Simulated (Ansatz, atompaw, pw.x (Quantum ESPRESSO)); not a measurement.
## What a changed setting does to a pw.x run (sc Cs)

Potential: PAW, atompaw 4.2.0.5, LDA (PW92); core [Kr] 4d10, reference 5s2 5p6 5d0 6s0.5 6p0.5; waves: 5s (bound): rc 2.35 bohr; 6s (bound): rc 2.85 bohr; 5p (bound): rc 3.00 bohr; 6p (bound): rc 3.00 bohr; 5d (bound, empty): rc 3.00 bohr; 5d channel at 0.18 Ry: rc 3.00 bohr; local part: bessel scheme, radius 1.95 bohr; core correction: smooth core density matched at 1.95 bohr; augmentation: sinc compensation charge, radius 2.65 bohr; PAW radius 3.00 bohr; waves and projectors: custom polynom vanderbiltortho.

The reference run (k-mesh 8³, cutoffs 40/400 Ry, Fermi–Dirac 0.01 Ry, mixing_beta 0.4, conv_thr 1e-9, no spin) gives -0.00 GPa at 104.287 Å³/atom, where all-electron LAPW gives -0.00 GPa. This run, with its own iteration cap, changes nbnd to 17.

```
&control
  calculation='scf', prefix='x', pseudo_dir='./', outdir='./tmp', tstress=.true., disk_io='none'
/
&system
  ibrav=0, nat=1, ntyp=1, ecutwfc=40, ecutrho=400, nbnd=17,
  occupations='smearing', smearing='fd', degauss=0.01
/
&electrons
  conv_thr=1e-09, mixing_beta=0.4, electron_maxstep=60
/
ATOMIC_SPECIES
Cs 1.0 Cs.UPF
CELL_PARAMETERS angstrom
  4.70699126 0.00000000 0.00000000
  0.00000000 4.70699126 0.00000000
  0.00000000 0.00000000 4.70699126
ATOMIC_POSITIONS crystal
Cs 0.0000 0.0000 0.0000
K_POINTS automatic
8 8 8 0 0 0
```

```bash
pw.x < Cs.scf.in > Cs.scf.out
```

Question: How does the run end?

Answer: It converges in 6 iterations; the free energy moves by +0.0 meV/atom and the pressure by +0.00 GPa. The result is that of the reference run.

```
Message from routine setup:
     using ibrav=0 with symmetry is DISCOURAGED, use correct ibrav instead
     lattice parameter (alat)  =       8.8949  a.u.
     unit-cell volume          =     703.7636 (a.u.)^3
     number of electrons       =         9.00
     number of Kohn-Sham states=           17
     kinetic-energy cutoff     =      40.0000  Ry
     charge density cutoff     =     400.0000  Ry
     scf convergence threshold =      1.0E-09
     Exchange-correlation= SLA PW NOGX NOGC
     number of k points=    35  Fermi-Dirac smearing, width (Ry)=  0.0100
     iteration #  1     ecut=    40.00 Ry     beta= 0.40
     total energy              =    -403.45143869 Ry
     estimated scf accuracy    <       0.01269713 Ry
     iteration #  2     ecut=    40.00 Ry     beta= 0.40
     total energy              =    -403.45180796 Ry
     estimated scf accuracy    <       0.00137243 Ry
     iteration #  3     ecut=    40.00 Ry     beta= 0.40
     total energy              =    -403.45207556 Ry
     estimated scf accuracy    <       0.00010105 Ry
     iteration #  4     ecut=    40.00 Ry     beta= 0.40
     total energy              =    -403.45208079 Ry
     estimated scf accuracy    <       0.00000109 Ry
     iteration #  5     ecut=    40.00 Ry     beta= 0.40
     total energy              =    -403.45208120 Ry
     estimated scf accuracy    <       0.00000030 Ry
     iteration #  6     ecut=    40.00 Ry     beta= 0.40
     the Fermi energy is     2.3400 ev
!    total energy              =    -403.45208124 Ry
     estimated scf accuracy    <          7.2E-10 Ry
     smearing contrib. (-TS)   =      -0.00551506 Ry
     convergence has been achieved in   6 iterations
          total   stress  (Ry/bohr**3)                   (kbar)     P=       -0.02
     Message from routine punch:
     Nothing written, as per user request (disk_io='none')
```

The run took about 17 s on one core of a shared host (Intel(R) Xeon(R) 6975P-C, 384 threads, 2976 GiB, load 214).
